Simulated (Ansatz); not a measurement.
Cost and result up the ladder for (LiH)3 ring (Li₃H₃) (6 atoms). The state is a singlet with charge 0. Geometry: r2SCAN-D4/def2-TZVP.

```xyz
6

Li    1.437   -0.463    0.609
H     0.256   -1.704    0.496
Li   -1.205   -1.084   -0.158
H    -1.582    0.510   -0.671
Li   -0.232    1.547   -0.451
H     1.327    1.193    0.174
```

Ansatz on 4 threads of Arm Neoverse V2 on a shared host. Times are rough, and most runs start from the orbitals of an earlier one. CAM-B3LYP-D4/def2-TZVP serves as the yardstick here, not as an exact answer. Differences are given only for rows in sets of like size (and for xTB, whose basis is part of the method), since another set adds its own error. Binding counts from free atoms at the same level (Li doublet, H doublet; other spins of the atoms weren't run), without zero-point energy or a counterpoise term.

LC-ωPBE has ω = 0.4 bohr⁻¹. HSE06 is defined as in plane-wave codes, on full-range PBE exchange. Correlated methods freeze no core orbitals; core or outer-core shells of Li are correlated, in sets that lack core-valence functions.

Correlated methods converge slowly with the basis.

| level | functions | wall time | binding energy per atom (eV) | difference from CAM-B3LYP-D4/def2-TZVP (eV) |
| --- | --- | --- | --- | --- |
| HF/STO-3G | 18 | 0.05 s | 1.80 | – |
| MP2/def2-TZVP | 60 | 0.1 s | 1.69 | -0.28 |
| PBE-D4/def2-TZVP | 60 | 0.25 s | 1.84 | -0.13 |
| PBE0-D4/def2-SVP | 42 | 0.25 s | 1.86 | – |
| BHLYP-D4/def2-TZVP | 60 | 0.3 s | 1.93 | -0.04 |
| PBE-D4/def2-SVP | 42 | 0.3 s | 1.87 | – |
| PBE0-D4/def2-TZVP | 60 | 0.35 s | 1.83 | -0.14 |
| CAM-B3LYP-D4/def2-TZVP | 60 | 0.35 s | 1.97 | 0.00 |
| HSE06-D4/def2-TZVP | 60 | 0.35 s | 1.83 | -0.14 |
| LC-ωPBE/def2-TZVP (with forces) | 60 | 0.4 s | 1.85 | -0.12 |
| r2SCAN-D4/def2-TZVP | 60 | 0.6 s | 1.87 | -0.10 |
| r2SCANh-D4/def2-TZVP | 60 | 0.65 s | 1.87 | -0.10 |
| CCSD(T)/def2-TZVPP | 99 | 0.9 s | 1.90 | -0.06 |
| B97M-V/def2-TZVP | 60 | 1.1 s | 2.05 | 0.09 |
